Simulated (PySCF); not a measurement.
Gas-phase reaction: C4H10 (n-butane) + 2 CH4 ⇌ 6 CH3

Energies from PySCF, thermal terms from the rigid-rotor harmonic-oscillator model, ideal gas at 1 bar. The comparison is the NASA 1993 polynomial table, which mixes measured and estimated data. † marks an energy on the PBE0/def2-TZVP geometry and frequencies; other levels use their own. 6-31G* has spherical d functions here. Open shells (unrestricted): CH3 (multiplicity 2); the rest are closed-shell singlets. B3LYP is the form with VWN-RPA correlation.

Levels: a) HF/6-31G*; b) PBE0/def2-TZVP; c) B3LYP/def2-TZVP†; d) LDA/def2-TZVP†; e) ωB97M-V/def2-TZVP†.

Task: Order the levels by the distance of their ΔH°(298 K) from the table for this reaction, closest first.

Result: e (+8 kJ), b (-33 kJ), c (-80 kJ), d (+232 kJ), a (-382 kJ)

The table gives 1156 kJ. The order holds for this reaction alone, and for the 1993 entries, some of which have been revised since.
